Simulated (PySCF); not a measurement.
**Reproducing measurements on cyanoacetylene**

**Measured values to compare with.**

NIST CCCBDB Release 22 (SRD 101), experimental dipoles lists, for the gas: dipole moment (microwave Stark effect) 3.72 D.

The results are set against them at the end.

Species: cyanoacetylene, C3HN.
Numbering: `[CH:1]#[C:2][C:3]#[N:4]` (hydrogens: H5 on C1)

Structure used (PBE0/def2-TZVP), in Å, numbered top down from 1:
```xyz
5
C3HN angstrom
C     -1.2738   -0.1703   -0.0292
C     -0.0824   -0.0192   -0.0014
C      1.2749    0.1579    0.0277
N      2.4190    0.3079    0.0520
H     -2.3301   -0.3080   -0.0509
```

Runs made with PySCF (gas phase, on this PBE0/def2-TZVP geometry; no spin–orbit coupling):

| level | job | basis functions | wall time |
| --- | --- | --- | --- |
| PBE0/def2-TZVP, grid level 1 | geometry optimisation from a GFN2-xTB start | 130 | 5.5 s |

Hardware: one thread, Intel Xeon Platinum 8488C (x86_64) (shared host).

## Comparison

**Dipole moment.** Measured: 3.72 D (NIST CCCBDB Release 22 (SRD 101), experimental dipoles).

```csv
level,computed (D),computed − measured (D),% (from the printed values)
PBE0/def2-TZVP,3.87,+0.15,+4
```

The computed dipoles belong to one fixed geometry; measured ones are averaged over vibrations unless marked μe. Magnitudes are compared, not signs.

The geometry is computed, not the measured one. Where a level misses, the cause wasn't examined.
